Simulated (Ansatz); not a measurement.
`OBS` → `[BH]S`• + `[OH]`•  (homolysis of the B–O bond)

Computed with Ansatz on PBE0-D4/def2-TZVP structures; ΔE is electronic, products minus reactants. CCSD(T)/CBS is the MP2 limit (def2-TZVPP, def2-QZVPP) plus CCSD(T) − MP2 in def2-TZVPP, frozen cores. This one scheme is used for every species. No spin–orbit coupling; open shells (•) take unrestricted orbitals. Each species was taken in one conformer, which may not be the lowest.

```json
{"species": "`OBS`", "CCSD/CBS(def2) energy (Eh)": "-499.60012"}
{"species": "`[BH]S`•", "CCSD/CBS(def2) energy (Eh)": "-423.69242"}
{"species": "`[OH]`•", "CCSD/CBS(def2) energy (Eh)": "-75.67266"}
```

Question: Work out ΔE.

Answer: ΔE = (-423.69242) + (-75.67266) − (-499.60012) = 0.23504 Eh = +617.1 kJ/mol. CCSD(T)/CBS gives +628.2 kJ/mol.

Question: What do rigid-rotor, harmonic-oscillator terms from PBE0-D4/def2-TZVP frequencies (298.15 K, 1 bar) make of the CCSD(T)/CBS value? (Best estimate.)

Answer: Ansatz gave: ΔZPE = -26.4 kJ/mol, ΔH = +608.4 kJ/mol, ΔS = 159 J/(mol·K), ΔG = +560.9 kJ/mol. Open shells count their whole term as degenerate.

Largest T1 diagnostic among the species: 0.018.

At CCSD(T), def2-SVP lies −14.1 kJ/mol from the extrapolated value and def2-TZVPP −12.9 kJ/mol: correlation converges slowly with the basis, and small sets miss more of it in the bonded molecule than in its fragments. The D4 term adds +5.1 kJ/mol with B3LYP and +2.6 kJ/mol with PBE0; it sums over pairs of atoms, weighted by their polarisabilities, and B3LYP, whose exchange is more repulsive, gets the larger term. From r2SCAN to r2SCAN0 (25 % exact exchange), in def2-TZVPP and without D4, ΔE moves by −8.5 kJ/mol: exact exchange takes away binding that semilocal exchange gives to molecules.

B3LYP here is the variant with VWN-RPA as its local correlation; programs differ in this.
